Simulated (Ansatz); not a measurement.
Reaction (SMILES): N#N (N2) + H+ → [NH+]#N
B3LYP-D3(BJ)/def2-TZVP geometries, fixed; electronic energies without zero-point terms; positive where energy is released.
Largest species:
```xyz
3

N      0.0000     0.0000    -0.4376
N      0.0000     0.0000     0.6484
H      0.0000     0.0000    -1.4756
```
Charge +1, spin multiplicity 1.

The proton affinity at CCSD(T) with Ansatz (a first-principles code), in kcal/mol, split into its Hartree-Fock and correlation parts. Cores are frozen. No added dispersion term, no relativity. Functions are those of the species that has most.

| basis | X | functions | Hartree-Fock | CCSD(T) |
|---|---|---|---|---|
| cc-pVDZ | 2 | 33 | 120.89 | 127.08 |
| cc-pVTZ | 3 | 74 | 121.51 | 124.93 |
| cc-pVQZ | 4 | 140 | 121.43 | 123.84 |
| cc-pV5Z | 5 | 237 | 121.41 | 123.27 |

Worked estimate of the basis-set limit from each neighbouring pair, with Hartree-Fock from the larger set and the correlation part extrapolated as X^-3.
Correlation parts: X = 2: 6.19, X = 3: 3.42, X = 4: 2.41, X = 5: 1.86.
- (2,3): (27·(3.42) - 8·(6.19))/19 = 2.25; with Hartree-Fock 121.51 the estimate is 123.76 kcal/mol.
- (3,4): (64·(2.41) - 27·(3.42))/37 = 1.67; with Hartree-Fock 121.43 the estimate is 123.10 kcal/mol.
- (4,5): (125·(1.86) - 64·(2.41))/61 = 1.28; with Hartree-Fock 121.41 the estimate is 122.69 kcal/mol.
The last two estimates differ by 0.41 kcal/mol; the largest set lies 0.58 from the last. Over the last step Hartree-Fock moves by -0.02 and the correlation part by -0.55.
